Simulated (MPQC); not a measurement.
# BH3O2 (SMILES OBO): levels of theory compared

We compute a comparison of 5 runs (HF/STO-3G, HF/3-21G, HF/def2-SVP, HF/aug-cc-pVDZ, PBE0/def2-SVP) of BH3O2. 

The results are computed with MPQC 2.3.1.

## 1. The molecule

BH3O2 has 6 atoms, charge 0, and is taken as a singlet. As SMILES, `OBO`. The shape is that of a PBE0-D4/def2-TZVP optimisation. This is one conformer, not always the lowest.

Bond lengths: O1–B2 1.356 Å, B2–O3 1.356 Å, O1–H4 0.958 Å, B2–H5 1.204 Å, O3–H6 0.958 Å. Angles: O1–B2–O3 116.8°, O1–B2–H5 121.6°, O3–B2–H5 121.6°, B2–O1–H4 112.7°, B2–O3–H6 112.7°.

## 2. Energy and gradient at HF/STO-3G (run 1)

File run.in:

```
% emacs should use -*- KeyVal -*- mode
molecule<Molecule>: (
   symmetry = c1
   unit = angstrom
   { atoms geometry } = {
      O  [ -1.176200    -0.524500    -0.251800 ]
      B  [ 0.049500     0.028100    -0.072900 ]
      O  [ 0.580600    -0.053800     1.172500 ]
      H  [ -1.494700    -0.433500    -1.150600 ]
      H  [ 0.637800     0.565600    -0.976100 ]
      H  [ 1.445200     0.354100     1.232800 ]
   }
)
basis<GaussianBasisSet>: (
   name = "STO-3G"
   molecule = $:molecule
   basisdir = "."
   puream = yes
)
mpqc: (
   checkpoint = no
   savestate = no
   restart = no
   do_energy = yes
   do_gradient = yes
   optimize = no
   mole<CLHF>: (
      molecule = $:molecule
      basis = $:basis
      total_charge = 0
      memory = 1000000000
      print_evals = yes
      print_npa = yes
      maxiter = 120
      value_accuracy = 1e-08
      guess_wavefunction<CLHF>: (
         molecule = $:molecule
         total_charge = 0
         memory = 1000000000
         value_accuracy = 1e-3
         basis<GaussianBasisSet>: (
            name = "3-21G"
            molecule = $:molecule
         )
      )
   )
)
```

The basis set STO-3G is read from a file made from the Basis Set Exchange's data (not shown).

Started as:

```bash
$ mpqc run.in > run.out
```

The program printed:

```text
MPQC: Massively Parallel Quantum Chemistry
[...]
  LUMO is    13   A =   0.357802
  total scf energy = -173.8857775385
[...]
Value of the MolecularEnergy: -173.8857775385
  Gradient of the MolecularEnergy:
      1   -0.0140852850
      2    0.0025010456
      3   -0.0342044260
      4   -0.0104935354
      5   -0.0095890984
      6    0.0160631247
      7    0.0335312683
      8    0.0152585487
      9    0.0044012210
     10    0.0065012025
     11   -0.0046830779
     12    0.0286153292
[...]
      symmetry = c1
[...]
```

Wall time 0.26 s (1 thread of AMD EPYC 7B13 (Zen 3), shared host).

## 3. Energy and forces at HF/3-21G (run 2)

File run.in:

```
% BH3O2
molecule<Molecule>: (
    symmetry = c1
    unit = angstrom
    { atoms geometry } = {
        O  [ -1.176200 -0.524500 -0.251800 ]
        B  [ 0.049500 0.028100 -0.072900 ]
        O  [ 0.580600 -0.053800 1.172500 ]
        H  [ -1.494700 -0.433500 -1.150600 ]
        H  [ 0.637800 0.565600 -0.976100 ]
        H  [ 1.445200 0.354100 1.232800 ]
    }
)
basis<GaussianBasisSet>: (
    name = "3-21G"
    molecule = $:molecule
    basisdir = "."
    puream = yes
)
mpqc: (
    checkpoint = no
    savestate = no
    restart = no
    do_energy = yes
    do_gradient = yes
    optimize = no
    mole<CLHF>: (
        molecule = $:molecule
        basis = $:basis
        total_charge = 0
        memory = 1000000000
        print_evals = yes
        print_npa = yes
        maxiter = 120
        value_accuracy = 1e-08
        guess_wavefunction<CLHF>: (
            molecule = $:molecule
            total_charge = 0
            memory = 1000000000
            value_accuracy = 1e-3
            basis<GaussianBasisSet>: (
                name = "MINI (Huzinaga)"
                molecule = $:molecule
            )
        )
    )
)
```

The basis set 3-21G is read from a file made from the Basis Set Exchange's data (not shown).

Started as:

```bash
$ mpqc run.in > run.out
```

The program printed:

```text
MPQC: Massively Parallel Quantum Chemistry
[...]
  LUMO is    13   A =   0.203660
  total scf energy = -175.2781321779
[...]
Value of the MolecularEnergy: -175.2781321779
  Gradient of the MolecularEnergy:
      1    0.0100212973
      2    0.0019373501
      3    0.0108524333
      4   -0.0043463971
      5   -0.0039716156
      6    0.0066262367
      7   -0.0123283649
      8   -0.0040495476
      9   -0.0072595388
     10    0.0118315425
     11    0.0045809282
     12    0.0044653185
[...]
      symmetry = c1
[...]
```

Wall time 0.54 s (1 thread of AMD EPYC 7B13 (Zen 3), shared host).

Runs 3 to 4 aren't shown in full; the table further down has their settings and results.

## 4. Energy and forces at PBE0/def2-SVP (run 5)

File input.in:

```
% BH3O2
molecule<Molecule>: (
    symmetry = c1
    unit = angstrom
    { atoms geometry } = {
        O  [ -1.176200    -0.524500    -0.251800 ]
        B  [ 0.049500     0.028100    -0.072900 ]
        O  [ 0.580600    -0.053800     1.172500 ]
        H  [ -1.494700    -0.433500    -1.150600 ]
        H  [ 0.637800     0.565600    -0.976100 ]
        H  [ 1.445200     0.354100     1.232800 ]
    }
)
basis<GaussianBasisSet>: (
    name = "def2-SVP"
    molecule = $:molecule
    basisdir = "."
    puream = yes
)
mpqc: (
    checkpoint = no
    savestate = no
    restart = no
    do_energy = yes
    do_gradient = yes
    optimize = no
    mole<CLKS>: (
        molecule = $:molecule
        basis = $:basis
        total_charge = 0
        memory = 1000000000
        print_evals = yes
        print_npa = yes
        maxiter = 120
        value_accuracy = 1e-08
        functional<SumDenFunctional>: (
            a0 = 0.25
            coefs = [ 0.75 1 ]
            funcs: [ <PBEXFunctional>: () <PBECFunctional>: () ]
        )
        integrator<RadialAngularIntegrator>: ( grid = xfine )
        guess_wavefunction<CLHF>: (
            molecule = $:molecule
            total_charge = 0
            memory = 1000000000
            value_accuracy = 1e-3
            basis<GaussianBasisSet>: (
                name = "STO-3G"
                molecule = $:molecule
            )
        )
    )
)
```

The basis set def2-SVP is read from a file made from the Basis Set Exchange's data (not shown).

Started as:

```bash
$ mpqc input.in > input.out
```

The program printed:

```text
MPQC: Massively Parallel Quantum Chemistry
[...]
  Integrated electron density error = -0.000102598943
  iter     1 energy = -176.5695588850 delta = 1.21987e-01
  Integrated electron density error = -0.000123489741
  iter     2 energy = -176.7752747297 delta = 3.43933e-02
[...]
  Integrated electron density error = 0.000001388274
  iter    10 energy = -176.8697617221 delta = 5.69506e-07
  Integrated electron density error = 0.000001388275
  iter    11 energy = -176.8697617220 delta = 1.08045e-07
  Integrated electron density error = 0.000001388276
  iter    12 energy = -176.8697617220 delta = 1.35109e-08
[...]
  LUMO is    13   A =   0.049800
  total scf energy = -176.8697617220
[...]
  Integrated electron density error = 0.000001386874
  Total Gradient:
[...]
Value of the MolecularEnergy: -176.8697617220
  Gradient of the MolecularEnergy:
      1   -0.0018529956
      2   -0.0003321723
      3   -0.0020761526
      4    0.0036297102
      5    0.0033156743
      6   -0.0056111302
      7    0.0023624739
      8    0.0007934554
      9    0.0013402673
     10    0.0005353101
     11   -0.0002784549
     12    0.0019648178
[...]
        symmetry = c1
[...]
```

It took 27 s on 1 thread of AMD EPYC 7B13 (Zen 3), shared host; peak memory 0.18 GiB.

## 5. The series

```
run           level   starting guess  integration grid  energy (Eh)  HOMO energy (eV)  LUMO energy (eV)  HOMO–LUMO gap (eV)  wall time
  1       HF/STO-3G            3-21G                 –  -173.885778            -10.08              9.74               19.82     0.26 s
  2        HF/3-21G  MINI (Huzinaga)                 –  -175.278132            -12.83              5.54               18.37     0.54 s
  3     HF/def2-SVP           STO-3G                 –  -176.125784            -13.16              4.94               18.10      3.3 s
  4  HF/aug-cc-pVDZ            3-21G                 –  -176.287751            -13.24              0.97               14.21       22 s
  5   PBE0/def2-SVP           STO-3G             xfine  -176.869762             -8.94              1.36               10.30       27 s
```

## 6. Summary of results

| quantity | value |
| --- | --- |
| run 5: total energy | -176.86976 Eh |
| run 5: HOMO energy | -8.94 eV |
| run 5: LUMO energy | 1.36 eV |
| run 5: HOMO–LUMO gap | 10.30 eV |
| run 5: largest force on an atom | 0.384 eV/Å |

**Reading.** The HOMO–LUMO gap runs from 10.30 eV (PBE0/def2-SVP) to 19.82 eV (HF/STO-3G). The two ends differ in method and basis. In run 1 the basis is minimal, so the values are rough. All runs together took 53 s, the longest 27 s.
